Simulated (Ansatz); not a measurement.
# AlPH₂ (singlet): from Hartree-Fock to the top rungs, cc-pVTZ

The task here is to estimate one member of a computed series from the others.

The runs use Ansatz 0.2.0, Gaussian basis; cc-pVTZ, core rule «outside noble gas», up to 10 orbitals frozen.

To be run: UHF; CCSD(T) on RHF; CCSD(T) on UHF; BCCD(T) on RHF; CCSDT(Q) on RHF; CCSDT(Q) on UHF.

16 further runs of the same task are left out: 10 for a known fault of the program, 6 set aside as unsound or not needed.

**The system**

The geometry is a PBE0/def2-TZVP stationary point (not a proven minimum) of the parent state, kept for this charge and spin.

4 atoms, charge 0, spin multiplicity 1.

Atoms are counted from 1 here; the program's logs count them from 0.

Bond lengths: Al1–P2 2.334 Å, Al1–H3 1.588 Å, Al1–H4 1.588 Å. Angles: P2–Al1–H3 119.7°, P2–Al1–H4 119.7°, H3–Al1–H4 120.5°.

Set-up of the first run:

Input file in.yaml:

```yaml
crystal:
  periodic: [false, false, false]
  atoms:
    - {symbol: Al, position_ang: [0.000000, 0.000000, 1.179176]}
    - {symbol: P, position_ang: [0.000000, 0.000000, -1.155185]}
    - {symbol: H, position_ang: [0.000000, 1.378539, 1.966597]}
    - {symbol: H, position_ang: [0.000000, -1.378539, 1.966597]}
basis:
  gaussian: {orbitals: cc-pVTZ}
magnetization: {spin_polarized: true, initial_magnetization: 0}
hamiltonian: {xc: hf}
output: {orbitals: {seedname: orbitals}}
```

On the command line:

```console
$ ansatz run in.yaml --threads 1 --pin off --events-out ev --progress --plain --max-ram 4096MiB --backend cpu
```

Steps of the session up to this table: UHF; CCSD(T) on RHF; CCSD(T) on UHF; BCCD(T) on RHF; CCSDT(Q) on RHF; CCSDT(Q) on UHF.

One of the session's tables, all rows but one given; the rest of the session is left out.

It belongs to the step «Misses and costs». 

| method | from RCCSDT(Q) (meV) |
| --- | --- |
| RHF | +6871.0 |
| UHF | ? |
| RMP2 | +1542.9 |
| UMP2 | +974.2 |
| RCCSD | +368.6 |
| UCCSD | -157.6 |
| RCCSD(T) | +102.9 |
| UCCSD(T) | -406.7 |
| BCCD(T) | +102.4 |
| RCCSDT | +32.4 |
| UCCSDT | -660.9 |
| RCCSDT(Q) | 0 |
| UCCSDT(Q) | -753.3 |

**Question.** Estimate the row for UHF.

As computed: from RCCSDT(Q) (meV): +5726.2. In the column «from RCCSDT(Q) (meV)» it lies between RMP2 (+1542.9) and RHF (+6871.0).

The program flags UCCSD(T), UCCSDT(Q) as in doubt (see the logs), so those rows may rest on another solution; read them beside their warnings.

Limits of these values: The determinant is far from a pure spin state, so its energy mixes those of several spin states (harmless only where they are near-degenerate, as at dissociation). The program flags UCCSD(T), UCCSDT(Q) as in doubt, so those rows may rest on another solution; read them beside their warnings. Warnings: restricted reference is unstable; spin contamination. Restricted and unrestricted rows rest on different reference determinants; where their highest levels disagree by more than a few hundredths of an eV, they describe different states and don't form one ladder.
